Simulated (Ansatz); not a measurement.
A calculation on antifluorite Mg₂Sn returned lattice constant a 6.883 Å, bulk modulus 36.0 GPa.

For reference: lattice constant a 6.766 Å (measured, temperature not stated, not corrected to a static lattice; as tabulated in Freccero, Grin, Wagner, Dalton Trans. (2023), ESI).

Problem. Which level of theory produced these numbers?
A. HSE06 (Ansatz, a program for electronic structure)
B. Hartree–Fock (Ansatz)
C. BLYP (Ansatz)
D. PBEsol+SOC (Ansatz)

Solution. C, BLYP (Ansatz)

The others give: PBEsol+SOC 6.745 Å, 43.3 GPa; HSE06 6.766 Å, 45.4 GPa; Hartree–Fock 6.888 Å, 44.7 GPa.

Unless a cell is named, each level is at its own relaxed cell (BLYP 27.18, Hartree–Fock 27.23, HSE06 25.81, PBEsol+SOC 25.57 Å³/atom).

Ansatz's density-functional and Hartree–Fock values are scalar-relativistic unless marked +SOC, with PAW data made under PBE.
